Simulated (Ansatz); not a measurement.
```xyz
9

N     1.3900    0.0000    0.0000
C     0.6950    1.2038    0.0000
C    -0.6950    1.2038    0.0000
C    -1.3900    0.0000    0.0000
C    -0.6950   -1.2038    0.0000
C     0.6950   -1.2038    0.0000
H    -2.4750    0.0000    0.0000
H    -1.2375   -2.1434    0.0000
H     1.2375   -2.1434    0.0000
```

Basis set: def2-TZVP. Charge 0. Computed with Ansatz (development build ahead of 0.2.0); the lowest solution found for each multiplicity.

Q: How do the multiplicities compare at this shape? Give, from the lowest of each method, PBE0 (unrestricted) for 1, 3; PBE0 (restricted) for 1, 3; HF (unrestricted) for 1, 3; HF (restricted) for 1, 3.

A:

```csv
method,multiplicity,E (eV),<S²>
"PBE0, unrestricted",1,0.000,0.93
"PBE0, unrestricted",3,0.077,2.01
"PBE0, restricted",1,0.674,0.00
"PBE0, restricted",3,0.000,2.00
"HF, unrestricted",1,0.000,1.87
"HF, unrestricted",3,0.528,2.61
"HF, restricted",1,2.210,0.00
"HF, restricted",3,0.000,2.00
```

Caution: other spin multiplicities may lie lower. Caution for PBE0, unrestricted, HF, unrestricted: the unrestricted determinant is a mixture of spin states. Caution for PBE0, restricted, HF, restricted: an unrestricted determinant lies well below. Caution for HF, unrestricted: the unrestricted determinant is spin contaminated.
